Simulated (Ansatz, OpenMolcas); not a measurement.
## How methods differ on BH3S (SMILES BS)

The species is BH3S (5 atoms), meant as a singlet with charge 0. SMILES: `BS`. The coordinates come from a PBE0-D4/def2-TZVP relaxation.

Quantity: the vertical energy of the triplet above the singlet, in eV. The values are calculated.

```csv
level,kind,program,value (eV),less FCI/STO-3G,CPU time (all runs)
HF/STO-3G,Hartree–Fock,OpenMolcas,5.07,-0.63,3.3 s
BLYP/STO-3G,GGA,Ansatz,5.90,+0.20,3 s
r2SCAN0/STO-3G,hybrid meta-GGA,Ansatz,5.68,-0.02,7 s
HSE06/STO-3G,range-separated hybrid,Ansatz,5.88,+0.18,5.7 s
B2PLYP/STO-3G,double hybrid,Ansatz,5.85,+0.15,3 s
RPA@PBE/STO-3G,RPA,Ansatz,5.61,-0.09,4.5 s
"CCSD(T)/STO-3G, open shells restricted",coupled cluster or CI,OpenMolcas,5.69,-0.01,4.6 s
CCSDTQ/STO-3G,coupled cluster or CI,Ansatz,5.70,0.00,24 s
FCI/STO-3G,exact in the basis,Ansatz,5.70,0.00,2.1 s
```

FCI/STO-3G is exact within its basis and frozen core, so for wave-function methods in that basis the difference is their error; functionals converge differently with the basis, so for them it is only a difference. The values span 5.07 to 5.90 eV. A triplet this far above the singlet is often a Rydberg-like or dissociative state; sets without diffuse functions put Rydberg states too high. All rows use very small basis sets, so none should be taken for the real molecule's value. Times are those of the runs behind each value, whatever else they computed, on shared processors of several kinds: orders of magnitude only.
